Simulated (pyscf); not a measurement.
Thermochemistry of product channels of O=Sn: (SMILES [O]=[Sn]) [singlet] + CH₃• (SMILES [CH3]) on the doublet surface, in eV, from CCSD(T)/def2-TZVPP + ΔMP2(QZVPP) energies (ideal gas, 1 atm, RRHO with modes under 100 cm⁻¹ raised to 100, one conformer, R ln 2 for rigid chiral ones). PySCF, gas phase, ωB97X-D3(BJ)/def2-SVP geometries. MP2 and CC: frozen core, UHF for open shells. ΔMP2 is the change of the MP2 total energy from the triple- to the quadruple-zeta basis.

| products | ΔE | ΔH(298 K) | ΔG(298 K) | ΔG(1200 K) |
|---|---|---|---|---|
| [H₃C–Sn=O]• (SMILES [CH3][Sn]=[O]) | … | -0.37 | -0.03 | … |
| [H₂C=Sn–OH]• (SMILES [CH2]=[Sn][OH]) | -0.94 | -0.88 | -0.53 | +0.46 |

Q: Complete the blanks.

A: 
- [H₃C–Sn=O]• (SMILES [CH3][Sn]=[O]), ΔE: -0.47
- [H₃C–Sn=O]• (SMILES [CH3][Sn]=[O]), ΔG(1200 K): +0.99

The channel to [H₂C=Sn–OH]• turns unfavourable between 298 and 1200 K (ΔG from -0.53 eV to +0.46 eV).

These are energies of the channels, which say nothing of barriers. The CCSD(T) − MP2 part came from Ansatz, without density fitting, on the same reference. The largest closed-shell T1 diagnostic is 0.033, which may signal static correlation. The frozen core leaves the outer d or s,p core shells of the metals and heavy elements correlated in the MP2 and CC values, and def2-TZVPP describes them poorly, which can shift differences by a few kcal/mol. Elements past Kr carry the def2 core potentials, without spin-orbit coupling.
